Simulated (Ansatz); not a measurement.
Geometry optimisation, RKS LDA/cc-pVDZ in Ansatz.

The input (input.yaml):

```yaml
crystal:
  periodic: [false, false, false]
  atoms:
    - { symbol: Si, position_ang: [0.204344, 0.0, -0.060349] }
    - { symbol: H, position_ang: [0.22957, 0.0, 1.42121] }
    - { symbol: H, position_ang: [1.650856, 0.0, -0.501428] }
    - { symbol: H, position_ang: [-0.471852, 1.245464, -0.562182] }
    - { symbol: H, position_ang: [-0.471852, -1.245464, -0.562182] }
    - { symbol: F, position_ang: [-2.309934, 0.0, 1.150703] }
    - { symbol: H, position_ang: [-1.596832, 0.0, 1.754628] }
basis:
  gaussian: { orbitals: cc-pVDZ }
hamiltonian:
  xc: lda
relax:
  f_tol: 0.03
  max_steps: 50
```

Launched with:

```bash
$ ansatz run input.yaml --threads 1 --pin off --max-ram 2048MiB --backend cpu --events-out ev --progress --plain --runs-dir out
```

**Question.** Where does it end, and by what steps?

**Answer.** The forces met the threshold. After 6 steps the energy has fallen by 0.028 eV; H7 moved furthest, 0.15 Å.

```json
{"step": "0", "energy less start (eV)": "0.0000", "largest force component (eV/Å)": "0.658", "accepted": "yes"}
{"step": "1", "energy less start (eV)": "-0.0154", "largest force component (eV/Å)": "0.660", "accepted": "yes"}
{"step": "2", "energy less start (eV)": "-0.0178", "largest force component (eV/Å)": "0.360", "accepted": "yes"}
{"step": "3", "energy less start (eV)": "-0.0251", "largest force component (eV/Å)": "0.181", "accepted": "yes"}
{"step": "4", "energy less start (eV)": "-0.0256", "largest force component (eV/Å)": "0.230", "accepted": "yes"}
{"step": "5", "energy less start (eV)": "-0.0265", "largest force component (eV/Å)": "0.201", "accepted": "yes"}
{"step": "6", "energy less start (eV)": "-0.0277", "largest force component (eV/Å)": "0.017", "accepted": "yes"}
```

```xyz
7
Properties=species:S:1:pos:R:3
Si 0.182 0.000 -0.074
H 0.142 0.000 1.450
H 1.646 0.000 -0.443
H -0.477 1.247 -0.591
H -0.477 -1.247 -0.591
F -2.310 0.000 1.225
H -1.471 0.000 1.665
```

Time of the run: 4.7 s on 1 thread of Arm Neoverse V2, with other jobs on the host, peak memory 0.1 GiB.
